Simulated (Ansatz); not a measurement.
CHO+, SMILES `C#[O+]`, relaxed with RKS PBE0-D4/def2-TZVP in the Gaussian-basis code of Ansatz from a PBE-D4/def2-SVP geometry. The force threshold is 0.005 eV/Å; the program also tests the step.

Charge 1, multiplicity 1.

Start:

```xyz
3

C     0.000    0.000    0.000
O    -0.588   -0.950    0.063
H     0.588    0.950   -0.063
```

Q: How much energy does the relaxation release, and in how many steps? (Estimate.)

A: The calculation gave: 3.05 kJ/mol, in 3 steps.

Q: Which bonds change most? (An estimate is asked.)

A: The calculation gave: C1–H3 from 1.119 to 1.098 Å; C1–O2 from 1.118 to 1.100 Å.

Q: Give the relaxed structure. (Estimate.)

A: Ansatz gave: 
```xyz
3

C     0.000    0.001    0.000
O    -0.577   -0.933    0.062
H     0.577    0.933   -0.062
```
